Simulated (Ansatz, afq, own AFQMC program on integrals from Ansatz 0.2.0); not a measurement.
## Where AFQMC and coupled cluster stand for BeGaH$_{3}$, singlet

```xyz
5

Ga    0.0000    0.0000    0.2735
Be    0.0000    0.0000   -1.9989
H     0.0000    1.3194    1.1482
H     0.0000   -1.3194    1.1482
H     0.0000    0.0000   -3.3424
```

Connectivity, by distances: GaH2–BeH.

Basis cc-pVDZ. Only valence electrons are correlated. Integrals, coupled cluster, full CI and functionals: Ansatz 0.2.0; the random walks run on the same integrals in our own AFQMC program. The CISD trial takes its coefficients from CCSD amplitudes. Released means that phaseless walkers are propagated on without the constraint, phases kept. Free AFQMC starts from the CCSD state and is never constrained. Its projection time is finite, and what remains of the start isn't in its error. Uncertainties: one standard error, sampling alone. No spin–orbit coupling.

Determinant: RHF, the one that the program's search chose, which needn't be the lowest solution. The geometry is a point of a scan.

No full CI on the walks' own integrals is used here; CCSDT(Q) serves as the reference and is uncertain by about the last step of the cluster series.

Cautions: no relativity below Rb; no spin-orbit coupling; inner d shell frozen.

The T1 diagnostic is 0.0102, the weight of the determinant in the CISD state is 0.904 and the size of the correlated space is 8 electrons in 41 orbitals.

```csv
level,correlation energy (eV)
MP2,-2.8426
CCSD,-3.7432
CCSD(T),-3.8040
```

(1) Estimate where phaseless AFQMC with a CISD trial lies against CCSD(T) on the same integrals.

(1) 2.4 ± 0.5 kJ/mol below CCSD(T).

Reference: CCSDT(Q), correlation energy -3.824 eV. The released energy is read at 2.40 1/Eh (meV from the phaseless value at times in 1/Eh: 5 ± 6 at 0.24, 5 ± 5 at 0.51, 0 ± 5 at 0.99, 4 ± 4 at 1.62, 4 ± 5 at 2.40).

```tsv
level	E − E(reference) (kJ/mol)	share of correlation (%)
CCSD(T)	2.0	99.47
CCSDT	0.2	99.95
ph-AFQMC/HF	-7.9 ± 3.9	102.15
ph-AFQMC/CISD	-0.4 ± 0.5	100.12
released AFQMC	0.0 ± 0.4	100.00
free AFQMC	0.3 ± 0.8	99.93
```

Free projections are given only where their last times agree within the noise and don't stop above the reference; a slow remainder of the start can still hide under it. A walk keeps the symmetry of its determinant, which the program's search chose and which needn't be the lowest solution, so a lower state of the same spin and another symmetry isn't excluded. Released energies are given only where the last usable release times agree within the noise; a slower fall can still hide under it.
